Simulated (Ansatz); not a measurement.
C$_{3}$H$_{4}$N$_{2}$O (`NC1=NC=C1O`), relaxed with RKS PBE0-D4/def2-TZVP in Ansatz from a PBE-D4/def2-SVP geometry. The force threshold is 0.005 eV/Å; the program also tests the step.

Total charge 0; spin multiplicity 1.

Start:

```xyz
10

N    -1.857   -0.023   -0.367
C    -0.580    0.386   -0.201
N    -0.024    1.561   -0.287
C     1.287    0.859    0.168
C     0.694   -0.352    0.247
O     0.925   -1.648    0.553
H    -2.525    0.641   -0.765
H    -2.046   -1.015   -0.495
H     2.265    1.330    0.325
H     1.861   -1.739    0.821
```

Task: By how much does the energy fall, and how many steps does the optimiser take? (An estimate is asked.)

Result: Ansatz gave: 1.38 kcal/mol, in 12 steps, 1 of them rejected.

Task: Which bonds change most? (Best estimate.)

Result: Computed: C4–C5 from 1.350 to 1.328 Å; C4–H9 from 1.097 to 1.079 Å; N1–C2 from 1.351 to 1.334 Å; N1–H7 from 1.022 to 1.006 Å.

Task: Give the relaxed structure. (An estimate is asked.)

Result: Computed: 
```xyz
10

N    -1.823   -0.024   -0.416
C    -0.572    0.389   -0.206
N    -0.023    1.552   -0.279
C     1.272    0.852    0.174
C     0.689   -0.339    0.240
O     0.922   -1.628    0.534
H    -2.505    0.626   -0.769
H    -2.036   -1.003   -0.420
H     2.236    1.309    0.338
H     1.841   -1.733    0.804
```
